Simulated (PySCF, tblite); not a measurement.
# C4H6N2: bond homolysis, EPR parameters, part 1 of 3

What do calculations give for the bond homolysis, EPR parameters of C4H6N2 (`Cn1ccnc1`)?

Programs: tblite 0.8.0 and PySCF 2.14.0, with routines of our own; each step states its level. All values are computed. Atoms count from 0.

## (1) The starting structure

12 atoms, charge 0, multiplicity 1; geometry from: start built from the parent or by distance geometry.

## (2) Relaxing the molecule with GFN2-xTB

The job: settings as JSON, then the geometry in Å.

```
{"job": {"kind": "relax", "xc": "GFN2-xTB", "basis": "xTB"}, "charge": 0, "multiplicity": 1}
C     -1.674100    -0.118800    -0.081100
N     -0.258300     0.121800    -0.037800
C      0.707900    -0.882100     0.056600
C      1.946200    -0.297100     0.076900
N      1.751100     1.007600     0.066700
C      0.408900     1.279500    -0.021900
H     -2.201700     0.602800     0.560900
H     -2.013200     0.039700    -1.104200
H     -1.917100    -1.150500     0.268700
H      0.474000    -1.957300     0.076100
H      2.848100    -0.881200     0.146700
H     -0.069400     2.234300    -0.059600
```

Command:

```
> OMP_NUM_THREADS=1 python redox_run.py task.json out
```

One launch serves the whole session: the jobs run in the order shown.

What it wrote:

```text
step      E/eV     max force
  0    -474.99546    3.466
  1    -475.25054    1.015
  2    -475.29282    0.840
  3    -475.33516    0.539
  4    -475.34909    0.359
  5    -475.35510    0.403
  6    -475.36394    0.353
  7    -475.36990    0.188
  8    -475.37131    0.079
  9    -475.37185    0.077
 10    -475.37237    0.079
 11    -475.37285    0.058
 12    -475.37308    0.030
 13    -475.37318    0.029
 14    -475.37330    0.038
 15    -475.37350    0.058
 16    -475.37373    0.055
 17    -475.37389    0.035
 18    -475.37399    0.033
 19    -475.37406    0.026
 20    -475.37414    0.027
 21    -475.37419    0.017
 22    -475.37421    0.011
 23    -475.37422    0.007
 24    -475.34061    0.861
 25    -475.36606    0.462
 26    -475.37590    0.254
 27    -475.37701    0.161
 28    -475.37762    0.042
 29    -475.37768    0.027
 30    -475.37774    0.021
 31    -475.37777    0.015
 32    -475.37779    0.013
 33    -475.37780    0.010
 34    -475.37781    0.007
```

It took 0.07 s on 1 thread of Arm Neoverse V2, shared host.

Step by step: (not every step is listed) (the energy doesn't fall at every step)

| step | energy from step 0 (eV) | largest force (eV/Å) |
| --- | --- | --- |
| 0 | 0.0000 | 3.4664 |
| 1 | -0.2551 | 1.0148 |
| 2 | -0.2974 | 0.8404 |
| 3 | -0.3397 | 0.5388 |
| 4 | -0.3536 | 0.3586 |
| 5 | -0.3596 | 0.4032 |
| 6 | -0.3685 | 0.3525 |
| 7 | -0.3744 | 0.1881 |
| 8 | -0.3759 | 0.0791 |
| 10 | -0.3769 | 0.0787 |
| 12 | -0.3776 | 0.0300 |
| 14 | -0.3778 | 0.0378 |
| 16 | -0.3783 | 0.0548 |
| 18 | -0.3785 | 0.0328 |
| 20 | -0.3787 | 0.0266 |
| 22 | -0.3788 | 0.0107 |
| 24 | -0.3452 | 0.8610 |
| 26 | -0.3804 | 0.2543 |
| 28 | -0.3822 | 0.0420 |
| 29 | -0.3822 | 0.0271 |
| 30 | -0.3823 | 0.0212 |
| 31 | -0.3823 | 0.0146 |
| 32 | -0.3823 | 0.0133 |
| 33 | -0.3823 | 0.0105 |
| 34 | -0.3824 | 0.0067 |

Distances of close pairs at the start and the end, largest changes first:

| bond | before (Å) | after (Å) | change (Å) |
| --- | --- | --- | --- |
| N4–C5 | 1.372 | 1.304 | -0.069 |
| C3–N4 | 1.319 | 1.358 | +0.038 |
| N1–C2 | 1.397 | 1.366 | -0.030 |
| C2–H9 | 1.101 | 1.071 | -0.030 |
| C0–H8 | 1.116 | 1.090 | -0.026 |
| N1–C5 | 1.336 | 1.354 | +0.017 |
| C0–H6 | 1.101 | 1.090 | -0.011 |
| C3–H10 | 1.077 | 1.071 | -0.005 |

The end geometry stands in the next job.

## (3) Harmonic vibrations with GFN2-xTB

The job: settings as JSON, then the geometry in Å.

```
{"job": {"kind": "ir", "xc": "GFN2-xTB", "basis": "xTB"}, "charge": 0, "multiplicity": 1}
C     -1.667641    -0.108286    -0.085823
N     -0.245482     0.060509    -0.001232
C      0.691176    -0.933661     0.037895
C      1.904216    -0.308613     0.075465
N      1.732380     1.037983     0.056961
C      0.443191     1.225865     0.008962
H     -2.165403     0.758119     0.348855
H     -1.986396    -0.209964    -1.127371
H     -1.968422    -1.002825     0.459825
H      0.419854    -1.969572     0.041158
H      2.884065    -0.740004     0.116446
H     -0.037006     2.184033    -0.015511
```

What it wrote:

```text
mode    cm-1     km/mol
  1      30.1      0.10
  2     217.6      0.02
  3     332.5      0.18
  4     585.0      1.67
  5     643.4     10.68
  6     686.9      0.07
  7     760.6      3.30
  8     797.4      5.18
  9     833.3      2.55
 10     893.2     14.07
 11    1010.8     14.99
 12    1055.4      2.96
 13    1077.2      5.32
 14    1105.0      1.68
 15    1116.1      3.33
 16    1171.2      0.55
 17    1300.6      7.20
 18    1375.4      1.27
 19    1406.5      0.70
 20    1414.7      0.89
 21    1464.8      9.55
 22    1477.5     18.17
 23    1482.6    104.68
 24    1523.1     42.53
 25    2961.4     28.76
 26    3014.0     16.97
 27    3021.6     16.71
 28    3166.5     20.95
 29    3167.6     10.92
 30    3181.3     28.97
ZPE 252.850  H(298)-E 269.918  G(298)-E 176.859 kJ/mol  S 312.12 J/(mol K)
```

Run time: 0.19 s. Hardware: 1 thread of Arm Neoverse V2, shared host.

Which atoms move in the most intense modes:

| cm⁻¹ | km/mol | atoms |
| --- | --- | --- |
| 1478 | 18.2 | H7 40 %, H6 20 %, H8 17 % |
| 1483 | 104.7 | N1 28 %, C5 20 %, C2 17 %, H7 10 % |
| 1523 | 42.5 | C3 27 %, N4 22 %, C5 22 %, C2 20 % |
| 2961 | 28.8 | H7 91 % |
| 3014 | 17.0 | H8 92 % |
| 3022 | 16.7 | H6 93 % |
| 3166 | 20.9 | H11 91 % |
| 3181 | 29.0 | H9 47 %, H10 44 % |

## (4) Geometry optimisation at BP86-D3(BJ)/def2-SVP

Settings changed since step 3:

```diff
@@ -1,2 +1,2 @@
-{"job": {"kind": "ir", "xc": "GFN2-xTB", "basis": "xTB"}, "charge": 0, "multiplicity": 1}
+{"job": {"xc": "BP86", "basis": "def2-SVP", "d3": "d3bj", "grid": 1, "kind": "geom"}, "charge": 0, "multiplicity": 1}
 C     -1.667641    -0.108286    -0.085823
```

What it wrote:

```text
step   0  E = -265.34807832  max force = 0.023620
step   1  E = -265.35306288  max force = 0.002655
step   2  E = -265.35311423  max force = 0.000229
step   3  E = -265.35316838  max force = 0.001550
step   4  E = -265.35324498  max force = 0.002638
step   5  E = -265.35330150  max force = 0.002374
step   6  E = -265.35334139  max force = 0.000990
step   7  E = -265.35335146  max force = 0.000093
optimisation converged
```

Run time: 39 s. Hardware: 1 thread of Arm Neoverse V2, shared host.

Step by step:

| step | energy from step 0 (eV) | largest force component (eV/Å) |
| --- | --- | --- |
| 0 | 0.0000 | 1.2146 |
| 1 | -0.1356 | 0.1365 |
| 2 | -0.1370 | 0.0118 |
| 3 | -0.1385 | 0.0797 |
| 4 | -0.1406 | 0.1357 |
| 5 | -0.1421 | 0.1221 |
| 6 | -0.1432 | 0.0509 |
| 7 | -0.1435 | 0.0048 |

Close pairs (by a distance rule), those that changed most:

| bond | before (Å) | after (Å) | change (Å) |
| --- | --- | --- | --- |
| C5–H11 | 1.072 | 1.100 | +0.028 |
| C3–H10 | 1.071 | 1.098 | +0.027 |
| N1–C5 | 1.354 | 1.379 | +0.025 |
| C2–H9 | 1.071 | 1.096 | +0.025 |
| C2–C3 | 1.365 | 1.389 | +0.024 |
| C3–N4 | 1.358 | 1.379 | +0.022 |
| N4–C5 | 1.304 | 1.325 | +0.021 |
| N1–C2 | 1.366 | 1.387 | +0.020 |

The final coordinates are the input of the step that follows.

| at the end point | value |
| --- | --- |
| point group (found at 0.08 Å tolerance) | Cs |
| rotational constants (GHz, main isotopes) | 9.041, 3.562, 2.598 |
| dipole moment (D) | 4.00 |

## (5) Single point (C₄H₆N₂): wB97X-D3(BJ)/def2-TZVP

Geometry: BP86-D3(BJ)/def2-SVP.

The job: settings as JSON, then the geometry in Å.

```
{"job": {"kind": "sp", "xc": "wB97X", "basis": "def2-TZVP", "d3": "d3bj", "grid": 2}, "charge": 0, "multiplicity": 1}
C     -1.681675    -0.124560    -0.107234
N     -0.243007     0.053897    -0.016239
C      0.718145    -0.945053    -0.055527
C      1.937223    -0.291145     0.069612
N      1.748020     1.070192     0.184306
C      0.436161     1.244921     0.130152
H     -2.172820     0.866299    -0.065164
H     -1.961913    -0.613965    -1.062855
H     -2.062750    -0.741258     0.733276
H      0.448067    -2.001376    -0.167134
H      2.940471    -0.737958     0.080967
H     -0.095294     2.205683     0.189625
```

What it wrote:

```text
coarse grid: 10192 points
cycle   1  E = -265.6991145949  dE =  1.180e+00  |g| = 4.432e-01  |ddm| = 2.593e+00
cycle   2  E = -265.6948608801  dE =  4.254e-03  |g| = 5.313e-01  |ddm| = 6.311e-01
cycle   3  E = -265.7530243359  dE = -5.816e-02  |g| = 4.679e-02  |ddm| = 3.167e-01
cycle   4  E = -265.7535863800  dE = -5.620e-04  |g| = 2.345e-02  |ddm| = 7.333e-02
cycle   5  E = -265.7537037536  dE = -1.174e-04  |g| = 8.271e-03  |ddm| = 2.513e-02
cycle   6  E = -265.7537214404  dE = -1.769e-05  |g| = 1.688e-03  |ddm| = 1.139e-02
cycle   7  E = -265.7537227869  dE = -1.347e-06  |g| = 8.223e-04  |ddm| = 4.762e-03
final grid: 99048 points
cycle   8  E = -265.7336301416  dE = -4.412e-05  |g| = 2.154e-03  |ddm| = 4.423e-02
cycle   9  E = -265.7336310492  dE = -9.077e-07  |g| = 1.002e-03  |ddm| = 4.434e-03
cycle  10  E = -265.7336312665  dE = -2.173e-07  |g| = 2.542e-04  |ddm| = 8.077e-04
cycle  11  E = -265.7336312829  dE = -1.637e-08  |g| = 1.137e-04  |ddm| = 4.192e-04
cycle  12  E = -265.7336312858  dE = -2.866e-09  |g| = 2.984e-05  |ddm| = 7.757e-05
converged SCF energy = -265.7336312858
```

It took 11 s on 1 thread of Arm Neoverse V2, shared host.

## (6) Geometry optimisation with GFN2-xTB

This step treats C4H5N2 radical, labelled `Cn1[c]cnc1` (the label fixes atoms and charge, not where charge and spin sit).

The job: settings as JSON, then the geometry in Å.

```
{"job": {"kind": "relax", "xc": "GFN2-xTB", "basis": "xTB"}, "charge": 0, "multiplicity": 2}
C     -1.665400    -0.130700    -0.112500
N     -0.253700     0.062600    -0.039300
C      0.735600    -0.952700    -0.052300
C      1.934700    -0.276500     0.049000
N      1.744800     1.066400     0.195600
C      0.425200     1.243200     0.121400
H     -2.172400     0.872100    -0.076200
H     -1.950500    -0.604900    -1.057800
H     -2.053700    -0.748100     0.732000
H      2.931100    -0.740600     0.086300
H     -0.102200     2.201700     0.182800
```

What it wrote:

```text
step      E/eV     max force
  0    -458.44550    2.662
  1    -458.60430    0.817
  2    -458.63428    0.393
  3    -458.64165    0.230
  4    -458.64458    0.149
  5    -458.64630    0.120
  6    -458.64767    0.098
  7    -458.64836    0.067
  8    -458.64866    0.048
  9    -458.64893    0.055
 10    -458.64923    0.058
 11    -458.64946    0.047
 12    -458.64967    0.044
 13    -458.64993    0.054
 14    -458.65027    0.059
 15    -458.65054    0.046
 16    -458.65063    0.018
 17    -458.65065    0.011
 18    -458.65065    0.009
```

Wall time 0.06 s (1 thread of Arm Neoverse V2, shared host).

Step by step:

| step | energy from step 0 (eV) | largest force (eV/Å) |
| --- | --- | --- |
| 0 | 0.0000 | 2.6621 |
| 1 | -0.1588 | 0.8165 |
| 2 | -0.1888 | 0.3930 |
| 3 | -0.1962 | 0.2302 |
| 4 | -0.1991 | 0.1491 |
| 5 | -0.2008 | 0.1197 |
| 6 | -0.2022 | 0.0977 |
| 7 | -0.2029 | 0.0669 |
| 8 | -0.2032 | 0.0475 |
| 9 | -0.2034 | 0.0555 |
| 10 | -0.2037 | 0.0579 |
| 11 | -0.2040 | 0.0474 |
| 12 | -0.2042 | 0.0443 |
| 13 | -0.2044 | 0.0540 |
| 14 | -0.2048 | 0.0590 |
| 15 | -0.2050 | 0.0456 |
| 16 | -0.2051 | 0.0175 |
| 17 | -0.2052 | 0.0108 |
| 18 | -0.2052 | 0.0086 |

Close pairs (by a distance rule), those that changed most:

| bond | before (Å) | after (Å) | change (Å) |
| --- | --- | --- | --- |
| N1–C2 | 1.418 | 1.369 | -0.049 |
| C0–H6 | 1.124 | 1.089 | -0.035 |
| C3–H9 | 1.100 | 1.068 | -0.032 |
| N1–C5 | 1.371 | 1.345 | -0.026 |
| C5–H10 | 1.096 | 1.072 | -0.024 |
| C0–H8 | 1.116 | 1.092 | -0.024 |
| C2–C3 | 1.380 | 1.357 | -0.023 |
| N4–C5 | 1.333 | 1.315 | -0.019 |

The next job starts from the end point, and lists it.

## (7) Infrared spectrum with GFN2-xTB

The job: settings as JSON, then the geometry in Å.

```
{"job": {"kind": "ir", "xc": "GFN2-xTB", "basis": "xTB"}, "charge": 0, "multiplicity": 2}
C     -1.669891    -0.124280    -0.113425
N     -0.253706     0.083840    -0.019732
C      0.707338    -0.889841    -0.056392
C      1.923210    -0.299641     0.064844
N      1.712124     1.033856     0.176402
C      0.415015     1.241768     0.124130
H     -2.177953     0.838213    -0.073739
H     -1.919425    -0.622938    -1.052403
H     -2.018035    -0.747960     0.712921
H      2.901488    -0.727325     0.079135
H     -0.046755     2.206703     0.187250
```

What it wrote:

```text
mode    cm-1     km/mol
  1     -15.4      0.01
  2     222.8      0.37
  3     323.4      0.13
  4     528.4      1.85
  5     619.7      7.75
  6     676.5      7.06
  7     762.8      6.73
  8     794.0      2.59
  9     840.5     62.33
 10     994.7     34.08
 11    1053.5      3.68
 12    1092.9      0.29
 13    1106.0      0.13
 14    1138.3      5.73
 15    1257.7     16.76
 16    1346.1     44.80
 17    1385.1      0.88
 18    1408.2      1.47
 19    1458.0      7.49
 20    1465.4     39.90
 21    1480.3      8.05
 22    1498.3     49.40
 23    2980.0     16.29
 24    2995.9     21.56
 25    3030.4     14.97
 26    3166.2     12.33
 27    3208.0     11.73
ZPE 220.403  H(298)-E 237.509  G(298)-E 142.134 kJ/mol  S 319.89 J/(mol K)
```

It took 0.2 s on 1 thread of Arm Neoverse V2, shared host.

The strongest bands and the atoms that carry them (share of the mass-weighted mode):

| cm⁻¹ | km/mol | atoms |
| --- | --- | --- |
| 840 | 62.3 | N4 40 %, C3 25 %, C5 12 % |
| 995 | 34.1 | C2 44 %, H9 18 %, C5 13 % |
| 1258 | 16.8 | N4 38 %, C3 37 % |
| 1346 | 44.8 | N1 48 %, C2 17 % |
| 1465 | 39.9 | N1 27 %, C2 18 %, C5 13 %, H8 11 % |
| 1498 | 49.4 | C5 36 %, N4 25 %, C3 16 %, C2 13 % |
| 2980 | 16.3 | H8 54 %, H7 38 % |
| 2996 | 21.6 | H7 56 %, H8 40 % |

## (8) Geometry optimisation at BP86-D3(BJ)/def2-SVP

This step treats C4H5N2 radical, labelled `Cn1[c]cnc1` (the label fixes atoms and charge, not where charge and spin sit).

Settings changed since step 7:

```diff
@@ -1,2 +1,2 @@
-{"job": {"kind": "ir", "xc": "GFN2-xTB", "basis": "xTB"}, "charge": 0, "multiplicity": 2}
+{"job": {"xc": "BP86", "basis": "def2-SVP", "d3": "d3bj", "grid": 1, "kind": "geom"}, "charge": 0, "multiplicity": 2}
 C     -1.669891    -0.124280    -0.113425
```

What it wrote:

```text
step   0  E = -264.65205552  max force = 0.021476
step   1  E = -264.65657707  max force = 0.002214
step   2  E = -264.65659924  max force = 0.000253
step   3  E = -264.65659956  max force = 0.000034
optimisation converged
```

It took 24 s on 1 thread of Arm Neoverse V2, shared host.

Step by step:

| step | energy from step 0 (eV) | largest force component (eV/Å) |
| --- | --- | --- |
| 0 | 0.0000 | 1.1043 |
| 1 | -0.1230 | 0.1138 |
| 2 | -0.1236 | 0.0130 |
| 3 | -0.1236 | 0.0017 |

Close pairs (by a distance rule), those that changed most:

| bond | before (Å) | after (Å) | change (Å) |
| --- | --- | --- | --- |
| N1–C5 | 1.345 | 1.374 | +0.029 |
| C3–N4 | 1.355 | 1.383 | +0.028 |
| C3–H9 | 1.068 | 1.095 | +0.028 |
| C5–H10 | 1.072 | 1.099 | +0.027 |
| C2–C3 | 1.357 | 1.383 | +0.026 |
| C0–N1 | 1.434 | 1.454 | +0.019 |
| C0–H6 | 1.089 | 1.106 | +0.017 |
| C0–H8 | 1.092 | 1.109 | +0.017 |

The next job starts from the end point, and lists it.

| at the end point | value |
| --- | --- |
| point group (found at 0.08 Å tolerance) | Cs |
| rotational constants (GHz, main isotopes) | 9.983, 3.539, 2.658 |
| dipole moment (D) | 3.37 |
| ⟨S²⟩ | 0.756 |

## (9) Single point (C4H5N2 radical, Cn1[c]cnc1): wB97X-D3(BJ)/def2-TZVP

Geometry: BP86-D3(BJ)/def2-SVP.

The job: settings as JSON, then the geometry in Å.

```
{"job": {"kind": "sp", "xc": "wB97X", "basis": "def2-TZVP", "d3": "d3bj", "grid": 2}, "charge": 0, "multiplicity": 2}
C     -1.689620    -0.126354    -0.118730
N     -0.252992     0.074014    -0.022750
C      0.716720    -0.907244    -0.059667
C      1.957225    -0.309226     0.069237
N      1.743589     1.052083     0.187726
C      0.429892     1.256742     0.131176
H     -2.194155     0.857534    -0.078128
H     -1.952334    -0.623345    -1.074497
H     -2.056236    -0.750953     0.721190
H      2.956443    -0.757941     0.083781
H     -0.070923     2.232823     0.195648
```

What it wrote:

```text
coarse grid: 9568 points
cycle   1  E = -264.9884387694  dE =  1.198e+00  |g| = 3.038e-01  |ddm| = 1.822e+00
cycle   2  E = -264.9826327381  dE =  5.806e-03  |g| = 3.762e-01  |ddm| = 4.271e-01
cycle   3  E = -265.0426754212  dE = -6.004e-02  |g| = 5.187e-02  |ddm| = 2.089e-01
cycle   4  E = -265.0447352751  dE = -2.060e-03  |g| = 2.379e-02  |ddm| = 7.969e-02
cycle   5  E = -265.0453781543  dE = -6.429e-04  |g| = 1.203e-02  |ddm| = 3.301e-02
cycle   6  E = -265.0456633550  dE = -2.852e-04  |g| = 5.863e-03  |ddm| = 2.445e-02
cycle   7  E = -265.0458068946  dE = -1.435e-04  |g| = 3.086e-03  |ddm| = 2.087e-02
cycle   8  E = -265.0458471958  dE = -4.030e-05  |g| = 1.357e-03  |ddm| = 1.256e-02
cycle   9  E = -265.0458530971  dE = -5.901e-06  |g| = 8.516e-04  |ddm| = 4.354e-03
final grid: 93680 points
cycle  10  E = -265.0263762531  dE = -4.384e-05  |g| = 1.901e-03  |ddm| = 2.958e-02
cycle  11  E = -265.0263780004  dE = -1.747e-06  |g| = 1.454e-03  |ddm| = 3.208e-03
cycle  12  E = -265.0263790407  dE = -1.040e-06  |g| = 4.868e-04  |ddm| = 9.656e-04
cycle  13  E = -265.0263794476  dE = -4.069e-07  |g| = 3.431e-04  |ddm| = 6.939e-04
cycle  14  E = -265.0263797097  dE = -2.621e-07  |g| = 2.148e-04  |ddm| = 5.434e-04
cycle  15  E = -265.0263799349  dE = -2.252e-07  |g| = 1.407e-04  |ddm| = 7.722e-04
cycle  16  E = -265.0263800038  dE = -6.891e-08  |g| = 3.659e-05  |ddm| = 5.495e-04
cycle  17  E = -265.0263800100  dE = -6.251e-09  |g| = 2.010e-05  |ddm| = 1.481e-04
converged SCF energy = -265.0263800100
```

It took 26 s on 1 thread of Arm Neoverse V2, shared host.

## (10) Geometry optimisation with GFN2-xTB

This step treats C4H5N2 radical, labelled `[CH2]n1ccnc1` (the label fixes atoms and charge, not where charge and spin sit).

The job: settings as JSON, then the geometry in Å.

```
{"job": {"kind": "relax", "xc": "GFN2-xTB", "basis": "xTB"}, "charge": 0, "multiplicity": 2}
C     -1.665400    -0.130700    -0.112500
N     -0.253700     0.062600    -0.039300
C      0.735600    -0.952700    -0.052300
C      1.934700    -0.276500     0.049000
N      1.744800     1.066400     0.195600
C      0.425200     1.243200     0.121400
H     -1.961500    -0.608100    -1.073900
H     -2.051300    -0.732200     0.738300
H      0.457100    -2.008200    -0.168400
H      2.931100    -0.740600     0.086300
H     -0.102200     2.201700     0.182800
```

What it wrote:

```text
step      E/eV     max force
  0    -458.69807    2.232
  1    -458.86304    1.636
  2    -458.98655    0.579
  3    -459.00792    0.429
  4    -459.02152    0.333
  5    -459.03808    0.311
  6    -459.04524    0.264
  7    -459.05057    0.224
  8    -459.05646    0.219
  9    -459.06401    0.223
 10    -459.07284    0.299
 11    -459.08224    0.340
 12    -459.09201    0.283
 13    -459.10047    0.249
 14    -459.10506    0.162
 15    -459.10691    0.180
 16    -459.10864    0.146
 17    -459.11045    0.130
 18    -459.11302    0.098
 19    -459.11358    0.083
 20    -459.11414    0.069
 21    -459.11467    0.077
 22    -459.11555    0.081
 23    -459.11638    0.097
 24    -459.11724    0.121
 25    -459.11867    0.152
 26    -459.12291    0.274
 27    -459.12063    1.155
 28    -459.12546    1.005
 29    -459.13204    0.555
 30    -459.16987    0.578
 31    -459.15122    1.276
 32    -459.19842    0.618
 33    -459.22054    0.557
 34    -459.31761    1.278
 35    -459.38087    1.287
 36    -459.41848    1.045
 37    -459.45673    1.079
 38    -459.45682    2.051
 39    -459.53434    0.788
 40    -459.56854    0.576
 41    -459.60179    0.785
 42    -459.60824    1.165
 43    -459.62279    0.615
 44    -459.63566    0.204
 45    -459.63999    0.201
 46    -459.65417    0.283
 47    -459.65647    0.147
 48    -459.65803    0.092
 49    -459.65929    0.074
 50    -459.65999    0.072
 51    -459.66046    0.071
 52    -459.66103    0.064
 53    -459.66158    0.054
 54    -459.66190    0.034
 55    -459.66199    0.021
 56    -459.66202    0.016
 57    -459.66206    0.018
 58    -459.66210    0.018
 59    -459.66212    0.013
 60    -459.66213    0.011
 61    -459.66215    0.009
```

Wall time 0.21 s (1 thread of Arm Neoverse V2, shared host).

The steps of the relaxation: (not every step is listed)

| step | energy from step 0 (eV) | largest force (eV/Å) |
| --- | --- | --- |
| 0 | 0.0000 | 2.2323 |
| 1 | -0.1650 | 1.6358 |
| 2 | -0.2885 | 0.5790 |
| 3 | -0.3099 | 0.4288 |
| 4 | -0.3235 | 0.3332 |
| 5 | -0.3400 | 0.3110 |
| 6 | -0.3472 | 0.2642 |
| 7 | -0.3525 | 0.2240 |
| 8 | -0.3584 | 0.2194 |
| 12 | -0.3939 | 0.2829 |
| 16 | -0.4106 | 0.1461 |
| 20 | -0.4161 | 0.0686 |
| 24 | -0.4192 | 0.1214 |
| 28 | -0.4274 | 1.0051 |
| 32 | -0.5004 | 0.6181 |
| 36 | -0.7204 | 1.0448 |
| 40 | -0.8705 | 0.5763 |
| 44 | -0.9376 | 0.2042 |
| 48 | -0.9600 | 0.0921 |
| 52 | -0.9630 | 0.0642 |
| 56 | -0.9640 | 0.0163 |
| 57 | -0.9640 | 0.0178 |
| 58 | -0.9640 | 0.0181 |
| 59 | -0.9641 | 0.0127 |
| 60 | -0.9641 | 0.0110 |
| 61 | -0.9641 | 0.0093 |

Close pairs (by a distance rule), those that changed most:

| bond | before (Å) | after (Å) | change (Å) |
| --- | --- | --- | --- |
| C0–N1 | 1.427 | 1.338 | -0.088 |
| C0–H6 | 1.113 | 1.072 | -0.042 |
| N1–C2 | 1.418 | 1.377 | -0.041 |
| C0–H7 | 1.111 | 1.072 | -0.040 |
| N4–C5 | 1.333 | 1.300 | -0.034 |
| C3–H9 | 1.100 | 1.071 | -0.029 |
| C2–H8 | 1.098 | 1.070 | -0.028 |
| C5–H10 | 1.096 | 1.071 | -0.025 |

The end geometry stands in the next job.

(Continued in part 2 of 3.)
